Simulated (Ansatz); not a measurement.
A made-up structure of B2H2O, closed shell:

```xyz
5
angstrom
B -0.7974 -0.1626 -0.3902
B 0.7056 0.5293 0.1910
O 0.2278 -0.9102 0.4944
H -1.9529 -0.5960 -0.8765
H 1.8169 1.1395 0.5813
```

It is relaxed with PBE-D4/def2-SVP and then PBE0-D4/def2-TZVP (Ansatz 0.2.0). Atoms count as bonded within 1.22 times the sum of their covalent radii (H–H: 0.88 Å). The end point is not checked to be a true minimum.

Question: Does its bonding change? (Judge from chemistry; the calculation decides.)

Answer: Computed: No: no bond forms or breaks.

Where it ends: The first stage lowers the energy by 1.07 eV in 5 steps. It ends as B₂H₂O ([BH]1[BH][O]1):
B1  (-0.712, -0.145, -0.349)
B2  (0.630, 0.473, 0.170)
O3  (0.203, -0.812, 0.441)
H4  (-1.744, -0.533, -0.782)
H5  (1.622, 1.017, 0.519)
(Å)

Labels in which every atom is bracketed show which atoms are joined, not bond orders.

For scale, one of the runs: PBE0-D4/def2-TZVP relaxation, 105 basis functions, launched by `ansatz run in.yaml --threads 2 --pin off --events-out ev --progress --plain --max-ram 4352MiB`. Hardware: 2 CPU threads of an Arm Neoverse V2, shared host. Wall time about 4 s.
